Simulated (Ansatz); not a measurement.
The end point of a relaxation of Ge. Space group Fd-3m (No. 227), diamond type. Calculation: PBE (plane waves to 420 eV, PAW, scalar-relativistic; Ansatz, a quantum-chemistry and plane-wave program).

```cif
data_Ge2
_chemical_formula_sum 'Ge2'
_space_group_name_H-M_alt 'P 1'
_space_group_IT_number 1
_cell_length_a 4.07450
_cell_length_b 4.07450
_cell_length_c 4.07450
_cell_angle_alpha 60.000
_cell_angle_beta 60.000
_cell_angle_gamma 60.000
loop_
_space_group_symop_operation_xyz
  'x, y, z'
loop_
_atom_site_label
_atom_site_type_symbol
_atom_site_fract_x
_atom_site_fract_y
_atom_site_fract_z
_atom_site_occupancy
Ge1 Ge 0.50000 0.50000 0.50000 1
Ge2 Ge 0.75000 0.75000 0.75000 1
```

| Property | Value |
|---|---|
| Volume per atom | 23.92 Å³ |
| Band gap | zero (the bands touch at this level, without spin-orbit coupling) |
| Shortest distances | Ge–Ge 2.50 Å |
| k-mesh | 14×14×14 |

No spin polarisation in the result.

Measured for Ge: a 5.644 Å (static lattice; corrected from measurement; as listed in Daniel Mejia-Rodriguez, S. B. Trickey, Phys. Rev. B (2018)); gap 0.792 eV (static lattice; corrected from measurement; as listed in Anna Miglio et al., npj Computational Materials (2020)). Computed minus measured — a: PBE +2.1 %; gap: PBE -0.79 eV. The computed values are for a static lattice, and a measured gap can be an optical one, lowered by exciton binding.

The run could not lose the symmetry of its start.

All atoms sit on sites fixed by symmetry, so only the cell could relax.
